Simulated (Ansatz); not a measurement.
Voigt–Reuss–Hill shear modulus (GPa) along a series of related solids, from LDA (plane waves, PAW; Ansatz, a quantum-chemistry and plane-wave program); HSE06 (PAW; Ansatz).

```tsv
solid	LDA	HSE06
rock-salt LiCl	27.5	22.0
rock-salt NaCl	17.8	15.3
rock-salt KCl	11.8	9.72
rock-salt RbCl	9.75	8.04
```

Members of the series are missing where a level wasn't run or failed, where a doubt is noted on the run or the magnetic state, for phases of high temperature or layered ones, and where values are held back for tests.

Each level is taken at its own relaxed cell. Ansatz's density-functional and Hartree–Fock values are scalar-relativistic unless marked +SOC, with PAW data made under PBE.
